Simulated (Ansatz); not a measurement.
Geometry optimisation, RKS PBE-D4/def2-SVP (Ansatz 0.2.0).

Input file:

```yaml
crystal:
  periodic: [false, false, false]
  atoms:
    - { symbol: Al, position_ang: [0.026732, 0.404669, -0.138324] }
    - { symbol: F, position_ang: [-0.166356, 0.338732, 1.546014] }
    - { symbol: H, position_ang: [1.498693, 0.692362, -0.674845] }
    - { symbol: H, position_ang: [-1.31397, 0.400935, -0.998002] }
    - { symbol: "N", position_ang: [0.113241, -2.475503, 0.988816] }
    - { symbol: H, position_ang: [-0.657616, -3.155056, 0.974834] }
    - { symbol: H, position_ang: [0.96593, -2.980367, 1.26177] }
    - { symbol: H, position_ang: [-0.089553, -1.77827, 1.741636] }
basis:
  gaussian: { orbitals: def2-SVP }
hamiltonian:
  xc: pbe
  dispersion: d4
relax:
  f_tol: 0.03
  max_steps: 50
output:
  orbitals: {}
```

Run as:

```bash
$ ansatz run input.yaml --threads 2 --pin off --max-ram 3072MiB --backend cpu --events-out ev --progress --plain --runs-dir out
```

Task: Where does it end, and by what steps?

Result: The forces met the threshold. After 8 steps the energy has fallen by 0.951 eV; H7 moved furthest, 0.67 Å. Joined: Al1–N5.

```csv
step,energy less start (eV),largest force component (eV/Å),accepted
0,0.0000,0.957,yes
1,-0.2050,0.802,yes
2,-0.5019,1.091,yes
3,-0.7832,0.691,yes
4,-0.8929,0.805,yes
5,-0.9354,0.428,yes
6,-0.9448,0.334,yes
7,-0.9507,0.102,yes
8,-0.9512,0.027,yes
```

```xyz
8
Properties=species:S:1:pos:R:3
Al 0.025 -0.086 0.129
F -0.227 0.611 1.672
H 1.508 0.088 -0.466
H -1.278 -0.146 -0.812
N 0.086 -2.016 0.906
H -0.643 -2.649 0.549
H 0.995 -2.490 0.811
H -0.088 -1.865 1.912
```

The run took 45 s on 2 threads of AMD EPYC (Zen 3), with other jobs on the host, peak memory 0.14 GiB.
